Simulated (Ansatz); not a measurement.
# CH2N− (SMILES C=[N-]): functionals against CCSD(T) at one geometry

An exercise on one series of results from a longer session: the logs are not shown, and one member is left open.

Method: single points in def2-TZVPPD; program: Ansatz 0.2.0, Gaussian basis.

Cores are frozen in the correlated methods.

## The system as given

SMILES `C=[N-]`, 4 atoms, charge -1, spin multiplicity 1.

Atoms are counted from 1 here; the program's logs count them from 0.

Bond lengths: C1–N2 1.141 Å, C1–H3 1.266 Å, C1–H4 1.192 Å. Angles: N2–C1–H3 127.6°, N2–C1–H4 134.2°, H3–C1–H4 93.0°.

Coordinates:

```xyz
4

C     0.1704    0.0011    0.0373
N     0.8425    0.7400    0.5898
H    -0.7759    0.2648   -0.7620
H     0.3277   -1.0923   -0.4097
```

The first run:

run/in.yaml

```yaml
crystal:
  periodic: [false, false, false]
  atoms:
    - {symbol: C, position_ang: [0.170400, 0.001100, 0.037300]}
    - {symbol: N, position_ang: [0.842500, 0.740000, 0.589800]}
    - {symbol: H, position_ang: [-0.775900, 0.264800, -0.762000]}
    - {symbol: H, position_ang: [0.327700, -1.092300, -0.409700]}
basis:
  gaussian: {orbitals: "def2-TZVPPD.json"}
total_charge: -1
correlation: {method: ccsd_t}
output: {forces: true}
```

The basis file named in the input lies beside it (Basis Set Exchange, JSON).

No record of the launch command was kept for these runs.

Steps of the session up to this table: CCSD(T)/def2-TZVPPD; PBE0-D4/def2-TZVPPD; wB97M-V/def2-TZVPPD; r2SCAN-D4/def2-TZVPPD; PBE-D4/def2-TZVPPD; LC-wPBE/def2-TZVPPD; BHLYP-D4/def2-TZVPPD.

One table of the session follows, with a row left open; its other results are not shown here.

| method | RMS force component (eV/Å) | angle to CCSD(T) forces (°) |
| --- | --- | --- |
| CCSD(T) | 4.268 | reference |
| PBE0-D4 | ? | ? |
| wB97M-V | 3.789 | 2.1 |
| r2SCAN-D4 | 3.783 | 1.6 |
| PBE-D4 | 4.005 | 1.8 |
| LC-wPBE | 3.774 | 3.3 |
| BHLYP-D4 | 3.541 | 5.5 |

**Question.** Estimate the row for PBE0-D4.

The run gave: RMS force component (eV/Å): 3.777; angle to CCSD(T) forces (°): 2.0. In the column «RMS force component (eV/Å)» it lies between LC-wPBE (3.774) and r2SCAN-D4 (3.783).

To keep in mind: The anion's highest level is positive in at least one run, so there the basis alone may hold the extra electron.
